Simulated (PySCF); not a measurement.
NO2, SMILES [O]N=O, multiplicity 2.

Geometry optimised at TPSSh-D3(BJ)/def2-TZVP.

These are SMD-M06-2X/def2-SVP in PySCF values and carry that method's errors.

Solvation free energies are E(SMD) − E(gas) at the gas-phase geometry, for 1 M in both phases. In vacuum the dipole moment is 0.40 D.

| solvent | ΔG(solv) (kcal/mol) | its non-electrostatic (CDS) part | dipole (D) |
|---|---|---|---|
| water | 2.8 | 4.4 | 0.48 |
| dichloromethane | 0.5 | 1.2 | 0.45 |
| N,N-dimethylformamide | 0.1 | 0.8 | 0.45 |
